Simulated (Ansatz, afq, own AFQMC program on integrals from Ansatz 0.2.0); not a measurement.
AFQMC on a folder of integrals that Ansatz 0.2.0 wrote.

```yaml
crystal:
  periodic: [false, false, false]
  atoms:
    - {symbol: N, position_ang: [0.000000, 0.000000, 0.000000]}
    - {symbol: C, position_ang: [0.000000, 0.000000, 3.955000]}
basis:
  gaussian: {orbitals: 6-31G}
magnetization: {spin_polarized: true, initial_magnetization: 1}
correlation: {method: ccsd_t, electrons: outside_noble_gas, hamiltonian_folder: ham}
```

```sh
$ ansatz run in.yaml --threads 1 --pin off --events-out ev --progress --plain --max-ram 16896MiB --backend cuda --devices 0, --max-vram 18GiB
```

afq runs on the folder ham with

```
--method phaseless --trial hf --walkers 4000 --populations 20 --least-time 40 --time-step 0.005 --steps-per-block 20 --equilibration-blocks 160 --max-blocks 4000 --target-error 0.001800 --factor-cut 1e-05 --start spin_pure --seed 1668 --taylor-order 6
```

Times are imaginary, in 1/Eh. The walk had a cap of 49 s. With eight or more populations the least sampling time is a fifth of least-time, and the error comes from their spread.

```
orbitals 16  electrons 5 4  factors 69 of 259
reference energy -92.06296839 Eh
CCSD correlation -0.07096936 Eh in 21 cycles, weight of the determinant in the CISD state 0.9561
energy of the start -92.063235 Eh
 block  time / (1/Eh)  mean weight  energy / Eh
     1     0.100  1.0002  -92.075912
     2     0.200  1.0003  -92.086724
     3     0.300  1.0002  -92.095290
     4     0.400  1.0005  -92.102359
     5     0.500  1.0004  -92.107082
     7     0.700  1.0001  -92.114491
     9     0.900  1.0001  -92.120179
    13     1.300  1.0001  -92.128411
    25     2.500  1.0001  -92.133412
    37     3.700  1.0002  -92.133043
    49     4.900  1.0000  -92.135079
    61     6.100  1.0001  -92.131333
    73     7.300  1.0000  -92.133675
    79     7.900  1.0003  -92.135965
    85     8.500  0.9997  -92.134145
    97     9.700  0.9999  -92.134398
   109    10.900  0.9999  -92.131581
   121    12.100  0.9999  -92.129559
   133    13.300  0.9999  -92.131650
   145    14.500  1.0000  -92.133884
   157    15.700  0.9999  -92.128847
   169    16.900  1.0001  -92.130352
   181    18.100  1.0001  -92.131884
   193    19.300  1.0000  -92.130067
   205    20.500  1.0001  -92.132489
   217    21.700  1.0000  -92.133418
   229    22.900  0.9996  -92.133133
   235    23.500  1.0000  -92.130848
error from the spread of 20 populations
energy -92.132161 +/- 0.000426 Eh
(rows thinned)
```

Question: Estimate how long the walk took on 1 × NVIDIA H100 80GB HBM3 with 2 threads of AMD EPYC 7R13 Processor (Zen 3), with other jobs on the host (the card was shared).

Answer: 31 s of wall time.

The run passed its tests (sampling time, drift between the halves within three errors, error under three times the target), which doesn't prove that it has relaxed.

Against this walk (error 11.6 meV) on the same determinant: CCSD(T) 61.9 meV lower, CCSDT(Q) 67.5 meV lower, CCSDTQ 67.8 meV lower, full CI 67.8 meV lower, a separate phaseless walk with a CISD trial and standard settings 66.5 ± 11.6 meV lower. The error is statistical and leaves out the bias of the constraint. The determinant has ⟨S²⟩ = 2.76, so the low cluster orders mix in higher spin, while the walk starts as a pure doublet. Full CI is exact here, so the walk's 68 meV above it is the walk's own error: the bias of the constraint with this trial. It lies above even CCSD, by 48 meV. The determinant is a poor start (see the cautions), so the low cluster orders aren't to be relied on, and full CI is the sure value.

Cautions: constraint bias not in the error; unrestricted determinant spin contaminated (⟨S²⟩ 2.76 against 0.75); the next higher spin lies close (within 5 meV by full CI).

CCSDT and higher add their correlation energy to the determinant of the CCSD(T) run, since their own runs factorise the integrals more tightly (a shift of under 2 meV). A walk keeps the symmetry of its determinant, which the program's search chose and which needn't be the lowest solution, so a lower state of the same spin and another symmetry isn't excluded.
